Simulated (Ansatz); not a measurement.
AlH2OF (SMILES [OH][AlH][F]): the energy, rung by rung

AlH2OF: 5 atoms, total charge 0, spin state singlet. SMILES: `[OH][AlH][F]`. Geometry: a GFN2-xTB relaxation, a rough one for these elements and not checked as a minimum. This is one conformer, not always the lowest.

```xyz
5

O    -1.0217    0.3258   -0.3273
Al    0.4730   -0.1391    0.1441
F     0.7788   -1.5669    0.9121
H    -1.8711    0.6287   -0.6143
H     1.6411    0.7515   -0.1146
```

Quantity: the energy change with the O1–Al2 bond stretched from 1.635 to 4.087 Å, in eV. The values are calculated.

| level | kind | program | value (eV) | less FCI/STO-3G | CPU time (all runs) |
| --- | --- | --- | --- | --- | --- |
| HF/STO-3G (restricted) | Hartree–Fock | Ansatz | 10.18 | +5.86 | 0.27 s |
| SVWN5/STO-3G (restricted) | LDA | Ansatz | 6.89 | +2.57 | 1.9 s |
| revPBE/STO-3G (restricted) | GGA | Ansatz | 6.12 | +1.80 | 2.5 s |
| r2SCAN0/STO-3G (restricted) | hybrid meta-GGA | Ansatz | 7.71 | +3.39 | 9.5 s |
| CAM-B3LYP/STO-3G (restricted) | range-separated hybrid | Ansatz | 8.13 | +3.81 | 2.8 s |
| wB97X/STO-3G (restricted) | range-separated hybrid | Ansatz | 8.41 | +4.09 | 45 s |
| B2PLYP/STO-3G (restricted) | double hybrid | Ansatz | 5.52 | +1.20 | 4.7 s |
| MP2/STO-3G (restricted) | perturbation theory | Ansatz | 5.13 | +0.81 | 0.28 s |
| BCCD(T)/STO-3G (restricted) | coupled cluster or CI | Ansatz | 4.18 | -0.14 | 0.46 s |
| FCI/STO-3G | exact in the basis | Ansatz | 4.32 | 0.00 | 50 s |

FCI/STO-3G is exact within its basis and frozen core, so for wave-function methods in that basis the difference is their error; functionals converge differently with the basis, so for them it is only a difference. A spin-restricted reference rises too steeply as a bond breaks; here HF/STO-3G, SVWN5/STO-3G, revPBE/STO-3G, r2SCAN0/STO-3G, CAM-B3LYP/STO-3G, wB97X/STO-3G, B2PLYP/STO-3G, MP2/STO-3G lie well above the multireference or unrestricted value. The first shape isn't each level's own minimum. The values span 4.18 to 10.18 eV. All rows use very small basis sets, so none should be taken for the real molecule's value. Times are those of the runs behind each value, whatever else they computed, on shared processors of several kinds: orders of magnitude only.
